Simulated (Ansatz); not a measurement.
Geometry optimisation, RKS PBE0/def2-mTZVP (Ansatz).

Input file:

```yaml
crystal:
  periodic: [false, false, false]
  atoms:
    - { symbol: B, position_ang: [0.034251, 0.299958, -0.036638] }
    - { symbol: H, position_ang: [-0.150157, 0.274477, 1.142698] }
    - { symbol: H, position_ang: [1.106964, 0.445115, -0.537055] }
    - { symbol: F, position_ang: [-1.031034, 0.232107, -0.818678] }
    - { symbol: S, position_ang: [0.339802, -2.660214, 0.785782] }
    - { symbol: H, position_ang: [-0.940632, -2.879123, 0.414208] }
    - { symbol: H, position_ang: [-0.007795, -1.54952, 1.527981] }
basis:
  gaussian: { orbitals: def2-mTZVP }
hamiltonian:
  xc: pbe0
relax:
  f_tol: 0.03
  max_steps: 50
```

Launched with:

```bash
$ ansatz run input.yaml --threads 1 --pin off --max-ram 2048MiB --backend cpu --events-out ev --progress --plain --runs-dir out
```

**Question.** Where does it end, and by what steps?

**Answer.** The run converged. The force dipped under the threshold on the way, but the program's further checks kept it going. After 24 steps the energy has fallen by 0.291 eV; H6 moved furthest, 0.88 Å. Joined: B1–S5 (3.09 → 2.21 Å).

```tsv
step	energy less start (eV)	largest force component (eV/Å)	accepted
0	0.0000	0.774	yes
1	-0.0540	0.471	yes
2	-0.0431	0.843	no
3	-0.0829	0.345	yes
4	-0.1103	0.379	yes
5	-0.1242	0.959	yes
6	-0.1610	0.443	yes
7	-0.2006	0.449	yes
8	-0.2070	0.744	yes
9	-0.2085	0.274	yes
10	-0.2226	0.295	yes
11	-0.2257	0.020	yes
12	-0.2263	0.059	yes
13	-0.2251	0.503	no
14	-0.2278	0.071	yes
15	-0.2320	0.226	yes
16	-0.2299	0.758	no
17	-0.2386	0.144	yes
18	-0.2444	0.147	yes
19	-0.2571	0.255	yes
20	-0.2578	0.878	yes
21	-0.2880	0.051	yes
22	-0.2904	0.031	yes
23	-0.2904	0.049	no
24	-0.2907	0.008	yes
```

```xyz
7
Properties=species:S:1:pos:R:3
B 0.037 0.063 0.053
H 0.310 0.692 1.042
H 0.845 -0.001 -0.838
F -1.277 0.040 -0.313
S 0.375 -1.955 0.892
H -0.244 -2.670 -0.074
H -0.695 -2.007 1.716
```

Whether the end is a true minimum wasn't checked by a vibrational analysis.

Run time: 60 s on 1 thread of Arm Neoverse V1, on a shared host, peak memory 0.14 GiB.
